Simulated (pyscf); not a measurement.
Single points on ωB97X-D3(BJ)/def2-SVP structures (PySCF, gas phase). Correlated levels are frozen-core, on RHF or UHF. ΔMP2 is the change of the MP2 total energy from the triple- to the quadruple-zeta basis.

### Question
Estimate by transition-state theory the rate constant of HO–SiH₃ + SiH₄ → H₃Si–SiH₃ + H₂O (singlet surface; O–Si, H–Si broken, Si–Si, H–O formed) at 900 K, with CCSD(T)/def2-TZVPP + ΔMP2(QZVPP) energies (ideal gas, 1 atm, RRHO with modes under 100 cm⁻¹ raised to 100, one conformer, R ln 2 for chiral ones without a mode under 150 cm⁻¹; no tunnelling).

### Answer
The electronic barrier is 61.8 kcal/mol and the thermal terms add +27.4, so ΔG‡ = 89.2 kcal/mol. With k_BT/h = 1.88e+13 s⁻¹ and RT = 1.788 kcal/mol, and a volume of 1.23e-19 cm³ per molecule at 1 atm, k = 5.1e-28 cm³ molecule⁻¹ s⁻¹. Wigner's tunnelling factor for 588i cm⁻¹ would be 1.04. A shift of 1 kcal/mol in the barrier changes k by a factor 1.7. One saddle was located; it need not be the lowest between these sides. The CCSD(T) − MP2 part came from Ansatz, without density fitting, on the same reference.
